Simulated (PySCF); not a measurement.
Compound: C3H5ClS.
SMILES with atom numbers: `[CH2:1]=[C:2]([Cl:3])[S:4][CH3:5]` (hydrogens: H6, H7 on C1; H8, H9, H10 on C5)

A linear-response calculation (PySCF, def2-SVPD basis, gas phase, vertical, core orbitals frozen in the response) gave these numbers; the functional is withheld.

Orbital energies (eV): HOMO-3 -11.68, HOMO-2 -10.89, HOMO-1 -9.84, HOMO -8.56, LUMO 1.06, LUMO+1 1.88, LUMO+2 2.31.

| state | E (eV) | f | main configurations (H = HOMO, L = LUMO) |
| --- | --- | --- | --- |
| S1 | 5.13 | 0.062 | H→L (82%) |
| S2 | 5.85 | 0.054 | H→L+1 (74%) |
| S3 | 6.48 | 0.058 | H→L+2 (26%), H-1→L (18%), H→L+3 (17%) |
| S4 | 6.58 | 0.074 | H-1→L (46%), H→L+2 (38%) |
| S5 | 6.74 | 0.083 | H→L+3 (34%), H-1→L (21%), H→L+2 (15%) |
| S6 | 7.10 | 0.011 | H→L+4 (34%), H-2→L (21%), H→L+3 (14%) |

Triplets (Tamm–Dancoff): T1 3.80 eV, H→L (73%), H-1→L (17%); T2 5.14 eV, H→L+1 (36%), H-1→L (29%), H→L (13%); T3 5.67 eV, H-1→L (42%), H→L+1 (38%); T4 6.15 eV, H-1→L+1 (34%), H→L+2 (22%), H→L+3 (14%).

Vertical ionisation energy by ΔSCF with the same functional: 8.84 eV. Mean static polarisability: 73.3 au.

Question: Name the functional.
A. B3LYP
B. HF
C. wB97X-D
D. PBE

Answer: C. wB97X-D is range-separated, 22% exact exchange at short range and 100% at long range (ω = 0.2 bohr⁻¹). In this run −ε(HOMO) = 8.56 eV differs from the ΔSCF value by -0.28 eV, and S1 differs from the orbital gap of 9.63 eV by -4.50 eV. The ratio −ε(HOMO)/IP is 0.97. Small neutral molecules mostly give 0.89 to 0.99 with wB97X-D, 0.5 to 0.7 with PBE, 0.67 to 0.83 with B3LYP; Hartree–Fock can't fall below 1, since the ion's relaxation only lowers the ΔSCF value. The other options: PBE, a GGA without exact exchange; HF, time-dependent Hartree–Fock, 100% exact exchange; B3LYP, a global hybrid with 20% exact exchange.

Computed with TDDFT wB97X-D/def2-SVPD, vertical, gas phase, core orbitals frozen in the response in PySCF. Isolated species at its PBE0-D3(BJ)/def2-SVP geometry (one conformer only).

Shape of the structure used: `[CH2:1]=[C:2]([Cl:3])[S:4][CH3:5]`: C1–C2–S4–C5 -137°.
